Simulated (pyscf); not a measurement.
H₃Si–SiH₃ + H₂O -> HO–SiH₃ + SiH₄ (four-centre exchange; singlet surface; Si–Si, H–O broken, O–Si, H–Si formed). Optimised with ωB97X-D3(BJ)/def2-SVP in PySCF. MP2 and CC: frozen core, UHF for open shells. ΔMP2 is the change of the MP2 total energy from the triple- to the quadruple-zeta basis. Energies in kcal/mol from the separated reactants.

| level | barrier | reaction energy |
|---|---|---|
| B3LYP-D3(BJ)/def2-TZVP | 38.3 | -20.6 |
| M06-2X/def2-TZVP | 38.6 | -22.8 |
| ωB97M-D3(BJ)/def2-TZVP | 38.0 | -21.6 |
| HF/def2-TZVP | 57.0 | -26.5 |
| MP2/def2-QZVPP | 41.3 | -21.1 |
| CCSD/def2-TZVPP | 45.1 | -20.3 |
| CCSD(T)/def2-TZVPP + ΔMP2(QZVPP) | [?] | [?] |

What belongs in the gaps?


- CCSD(T)/def2-TZVPP + ΔMP2(QZVPP), barrier: 42.5
- CCSD(T)/def2-TZVPP + ΔMP2(QZVPP), reaction energy: -19.3

Of the functionals in the table, M06-2X is closest to CCSD(T)/def2-TZVPP + ΔMP2(QZVPP) in the barrier (3.9 kcal/mol apart) and ωB97M-D3(BJ) least close (4.5 kcal/mol); that level has limits of its own. This is the saddle that the search found; another between the same sides may lie lower. The CCSD(T) − MP2 part came from Ansatz, without density fitting, on the same reference.
